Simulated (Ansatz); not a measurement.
A made-up structure of C$_{2}$HO (charge -1), singlet:

C1  (0.046, 0.723, -0.151)
C2  (0.134, -0.460, 0.263)
O3  (0.327, -1.554, 0.758)
H4  (0.503, -2.296, 1.358)
(Å)

It is relaxed with PBE-D4/def2-SVPD and then PBE0-D4/def2-TZVPD (Ansatz 0.2.0). Atoms count as bonded within 1.22 times the sum of their covalent radii (H–H: 0.88 Å). The end point is not checked to be a true minimum.

Question: Does its bonding change? (A judgement: the text doesn't fix the answer.)

Answer: By the calculation: No: no bond forms or breaks.

Where it ends: The first stage lowers the energy by 1.61 eV in 10 steps. It ends as C₂HO ([C][C][OH]), total charge -1:
```xyz
4
angstrom
C 0.0720 0.6963 -0.0018
C 0.1644 -0.5099 0.2654
O 0.2555 -1.8417 0.5221
H 0.5184 -1.9320 1.4418
```

Labels in which every atom is bracketed show which atoms are joined, not bond orders.

For scale, one of the runs: PBE0-D4/def2-TZVPD relaxation, 123 basis functions, launched by `ansatz run in.yaml --threads 2 --pin off --events-out ev --progress --plain --max-ram 4352MiB`. Hardware: 2 CPU threads of an Arm Neoverse V2, shared host. Wall time about 7 s.
